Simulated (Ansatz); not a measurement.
fcc Ir was calculated with PBE+SOC (PAW; Ansatz, a first-principles code).

Settings: plane-wave cutoff 520 eV, 24×24×24 k mesh, Fermi–Dirac smearing 0.05 eV, PAW data made under PBE.

Computed at the level's own relaxed cell.

Give the computed equilibrium volume per atom, bulk modulus B0, lattice parameter a and pressure derivative B′ of the bulk modulus.


- equilibrium volume per atom = 14.53 Å³/atom
- bulk modulus B0 = 340 GPa
- lattice parameter a = 3.873 Å
- pressure derivative B′ of the bulk modulus = 5.2

The run finds no gap.

Measured, for comparison: equilibrium volume per atom 14.06 Å³/atom, lattice constant a 3.831 Å (static lattice: zero-point anharmonic expansion removed; as tabulated in Mejia-Rodriguez and Trickey (2018), arXiv:1807.09216); bulk modulus 365 GPa (corrected for temperature and zero-point phonon effects; as tabulated in Levämäki et al. (2014), arXiv:1402.3671). Computed (rounded) less measured: equilibrium volume per atom +3.3 %, bulk modulus -7 %, lattice constant a +1.1 %.

Computed values are for the static lattice.
